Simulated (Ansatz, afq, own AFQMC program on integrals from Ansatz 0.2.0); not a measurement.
Atomization energy of Al2, singlet

```xyz
2

Al    0.0000    0.0000    0.0000
Al    0.0000    0.0000    3.0310
```

Atoms in their ground-state spins without spin–orbit coupling (mostly on UHF) minus the molecule (RHF), without zero-point energy. The geometry is a stationary point, not shown to be a minimum.

Basis cc-pVTZ. Noble-gas cores (and the filled d shells of Ga–Kr and In–Xe) are frozen. AFQMC by an in-house program on the Cholesky factors that Ansatz 0.2.0 writes for its CCSD(T) run. ph-AFQMC/CISD is guided by a CISD state made of CCSD amplitudes; releasing the constraint for a short imaginary time cuts its bias at the price of noise, slowly where states lie close. Free projection: walkers drawn from exp(T), propagated without any constraint. Its projection time is finite, and what remains of the start isn't in its error. ± is one standard error of the sampling. The errors of all members are added in quadrature.

No full CI on the walks' own integrals is used here; CCSDT(Q) serves as the reference and is uncertain by about the last step of the cluster series. Each member takes its own surest rung, up to full CI.

The best estimate is CCSD(T) at the basis-set limit (CBS: def2-TZVPP and def2-QZVPP, with their diffuse functions for anions and beside diffuse sets, CCSD(T) itself extrapolated) plus the step from CCSD(T) to CCSDT(Q) in cc-pVTZ. Rows without CBS are in cc-pVTZ; B2PLYP and the wave-function rows carry a basis error of their own. Core correlation and relativity beyond core potentials are missing, and ± holds the sampling alone.

Cautions: Al₂ (singlet): higher spins were not checked, restricted determinant unstable towards unrestricted (UHF 634 meV lower, ⟨S²⟩ 1.15), the released energies are still falling, so no released level is given (meV from the phaseless value at times in 1/Eh: 9 ± 14 at 0.24, 9 ± 12 at 0.51, -6 ± 16 at 0.99, -30 ± 20 at 1.62, -56 ± 16 at 2.40), though the last usable value meets CCSDT(Q) within the noise, CCSDT(Q) on the UHF determinant differs (119 meV lower), perhaps since the unrestricted series falls towards higher spin, its ph-AFQMC/CISD value lies 45 ± 13 meV above CCSDT(Q).

Best estimate: 113.6 kJ/mol.

| level | atomization energy (kJ/mol) | error against the best estimate (kJ/mol) |
| --- | --- | --- |
| HF | 14.6 | -99.1 |
| MP2 | 87.1 | -26.5 |
| CCSD | 94.3 | -19.3 |
| CCSD(T) | 102.0 | -11.6 |
| ph-AFQMC/CISD | 101.4 ± 1.2 | -12.2 ± 1.2 |
| free AFQMC | 105.4 ± 1.4 | -8.3 ± 1.4 |
| HF/CBS | 15.5 | -98.1 |
| MP2/CBS | 98.2 | -15.4 |
| CCSD(T)/CBS | 111.0 | -2.6 |
| surest rungs in cc-pVTZ | 104.6 | -9.0 |

Correlation beyond CCSD(T) adds 2.6 kJ/mol. Going to the basis-set limit adds 9.0 kJ/mol at CCSD(T). The perturbative (T) step is worth +7.7 kJ/mol.

Best estimates are given only where the step beyond CCSD(T) is under 0.3 eV and no member's determinant is very poor (T1 over 0.05, or 0.07 for open shells, ⟨S²⟩ too high by 0.3, two states mixed), so the hardest cases are missing from such tables.

Free projections are given only where their last times agree within the noise and don't stop above the reference; a slow remainder of the start can still hide under it. Each member of a difference takes its own highest rung, so a best estimate needn't equal the limit plus the step of one row. A walk keeps the symmetry of its determinant, which the program's search chose and which needn't be the lowest solution, so a lower state of the same spin and another symmetry isn't excluded.
